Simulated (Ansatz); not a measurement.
**fcc Pd**

Computed with PBEsol in Ansatz (plane waves, PAW).

Run with plane-wave cutoff 500 eV, 26×26×18 k mesh (along the axes of the cell as run), Fermi–Dirac smearing 0.1 eV, ferromagnetic start, scalar-relativistic PAW data made under PBE.

Cell (relaxed at this level):

```yaml
crystal:
  lattice:
    - [2.74187, 0.00000, 0.00000]
    - [0.00000, 2.74187, 0.00000]
    - [0.00000, 0.00000, 3.87765]
  atoms:
    - { symbol: Pd, position: [0.00000, 0.00000, 0.00000] }
    - { symbol: Pd, position: [0.50000, 0.50000, 0.50000] }
```

For fcc Pd, the magnetic moment (largest site, within a sphere) is 0.00 μB.

Moments are spin moments.

Static lattice: no zero-point or thermal effects.

Ansatz is a first-principles code.
